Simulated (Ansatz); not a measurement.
System: fcc Rh. Method: PBEsol (plane waves, PAW; Ansatz, a quantum-chemistry and plane-wave program).

A relaxed, unreconstructed slab of the (310) face has 20 atoms, two equal faces of 22.609 Å² each and an energy of -126766.3718 eV. A bulk cell of 10 atoms with the same orientation and in-plane k mesh has -63387.4706 eV. Energies are extrapolated to zero smearing.

Settings: plane-wave cutoff 500 eV, 14×10×1 k mesh (along the axes of the cell as run), Fermi–Dirac smearing 0.1 eV, scalar-relativistic PAW data made under PBE.

Worked out: γ = (E_slab − N E_bulk per atom)/2A = [-126766.3718 − 20 × (-63387.4706/10)]/(2 × 22.609) = 0.1895 eV/Å². With 16.022 J/m² per eV/Å² this is 3.04 J/m², or 4.28 eV per surface cell and face.
